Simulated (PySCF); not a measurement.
OsOF5 (doublet state).
Atom-mapped SMILES: `[O:1]=[Os:2]([F:3])([F:4])([F:5])([F:6])[F:7]`

Level of theory: PySCF, PBE0-D3(BJ)/def2-SVP geometry optimisation, gas phase, def2 core potentials past Kr.

List the bond lengths and angles at this level.

| bond | length (pm) |
| --- | --- |
| O1=Os2 | 166.0 |
| Os2–F3 and 3 like bonds | 184.8 |
| Os2–F6 | 186.0 |

Bonds in one row agree within 1 pm and their mean is given. A selection of angles:
| angle | degrees |
| --- | --- |
| O1–Os2–F3 | 94.9 |
| O1–Os2–F6 | 179.5 |
| F3–Os2–F4 | 89.4 |
| F3–Os2–F6 | 85.5 |
| F3–Os2–F7 | 170.5 |

Os2 (osmium bonded to 5 F and O) is distorted octahedral (the three widest angles are 179.5°, 170.7° and 170.5°, the others run from 85.0° to 94.9°).

Point group: C4v (every atom within 0.08 Å of its image). Whether it is a minimum is left open (no frequencies). ⟨S²⟩ = 0.764 (exact for a doublet: 0.75).
